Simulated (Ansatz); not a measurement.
Rock-salt InTe (high-pressure phase)

All values below come from LDA (PAW; Ansatz, a first-principles code).

Numerical settings: plane-wave cutoff 500 eV, 12×12×12 k mesh, Fermi–Dirac smearing 0.05 eV, scalar-relativistic PAW data made under PBE.

Cell (relaxed at this level):

```
CELL_PARAMETERS angstrom
      0.00000     3.04857     3.04857
      3.04857     0.00000     3.04857
      3.04857     3.04857     0.00000
ATOMIC_POSITIONS crystal
  In 0.00000 0.00000 0.00000
  Te 0.50000 0.50000 0.50000
```

```json
{
 "band_gap": "zero (no gap)"
}
```

Spin–orbit coupling is not included.

Computed values are for the static lattice.

The result took about 11 core-seconds (a rough figure).
